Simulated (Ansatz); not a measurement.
Born–Oppenheimer molecular dynamics of ClH + FH (4 atoms, charge 0, multiplicity 1). It goes on from the last frame of an earlier run, with new velocities.

Computed with UKS r2SCAN/def2-mTZVP in Ansatz.

```yaml
ensemble: NVE (velocity Verlet)
time_step: 1 fs
steps_asked: 150
starting_velocities_drawn_for: 300 K
seed: 275565
```

First frame:

```xyz
4
Properties=species:S:1:pos:R:3
F -0.386 -0.474 -1.044
H -0.371 -0.255 -1.966
Cl 0.488 0.292 1.872
H -0.294 0.795 1.148
```

Task: How far do the bonds stretch over the last three quarters of this one trajectory? (Pairs bonded in most of those frames.)

Result: 
```
  bond  mean (Å)  spread (Å)  shortest  longest
 F1–H2     0.932       0.016      0.91     0.95
Cl3–H4     1.326       0.093      1.18     1.45
```

Mean temperature of the second half: 797 K. The conserved energy wandered by up to 6.3 meV per atom (net -6.0 meV per atom), which is poor conservation. The system heated up, since it started high on the potential surface and ran downhill. A run of 0.15 ps of so small a system gives no equilibrium averages.

Run time: 5.1 min on 1 CPU thread of a shared host.
